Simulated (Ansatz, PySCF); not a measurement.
System: CHO, charge 0, doublet. CHO (SMILES O=[CH], doublet).
B3LYP-D3(BJ)/def2-TZVP minimum from Ansatz (a quantum-chemistry and plane-wave program):
```
C
O 1 1.1718
H 1 1.1249 2 124.43
```
Charge 0, spin multiplicity 2.

Total energies in hartree (Ansatz). Open shells are spin-unrestricted; no spin-orbit coupling. Correlated methods leave the cores frozen. No relativity. For partners of very few electrons the exact lower level stands in for a higher one.

| species | HF/cc-pVTZ | CCSD(T)/cc-pVTZ | HF/cc-pVQZ | CCSD(T)/cc-pVQZ | CCSDT(Q)/cc-pVTZ |
|---|---|---|---|---|---|
| 1: CHO (SMILES [CH]=O, doublet) | -113.29288 | -113.68392 | -113.30180 | -113.71777 | -113.68539 |
| 2: C (triplet) | -37.69157 | -37.78076 | -37.69331 | -37.78654 | -37.78126 |
| 3: O (triplet) | -74.81176 | -74.97396 | -74.81729 | -74.99357 | -74.97430 |
| 4: H (doublet) | -0.49981 | -0.49981 | -0.49995 | -0.49995 | -0.49981 |

Question: Work out the enthalpy of formation at 298 K (by atomisation, with ideal-gas terms from PySCF's Hessian at B3LYP-D3(BJ)/def2-TZVP and the atoms' measured values of the G2/97 table; no spin-orbit terms) in kJ/mol: take Hartree-Fock from cc-pVQZ, extrapolate the CCSD(T) correlation energy as X^-3 (X = 3, 4), and add CCSDT(Q) - CCSD(T) in cc-pVTZ. The further terms named in the bracket sum to +0.46025 hartree. 1 hartree = 2625.5 kJ/mol.

Answer: 
Species 1: correlation (64·(-0.41597) - 27·(-0.39104))/37 = -0.43416; step -0.00147; E1 = -113.30180 + (-0.43416) + (-0.00147) = -113.73743
Species 2: correlation (64·(-0.09323) - 27·(-0.08919))/37 = -0.09618; step -0.00050; E2 = -37.69331 + (-0.09618) + (-0.00050) = -37.78999
Species 3: correlation (64·(-0.17628) - 27·(-0.16220))/37 = -0.18655; step -0.00034; E3 = -74.81729 + (-0.18655) + (-0.00034) = -75.00418
Species 4: correlation (64·(0.00000) - 27·(0.00000))/37 = 0.00000; step +0.00000; E4 = -0.49995 + (0.00000) + (+0.00000) = -0.49995
+1·E1 -1·E2 -1·E3 -1·E4 +0.46025 = 0.01694 hartree = 44.5 kJ/mol. Measured: 10.0 kcal/mol, 41.8 kJ/mol (G2/97 table in ASE (Curtiss et al.)); atomic spin-orbit terms, which the calculations lack, would raise the computed values. The composite differs from it by +2.6 kJ/mol; core, relativistic and spin-orbit terms are not in it.
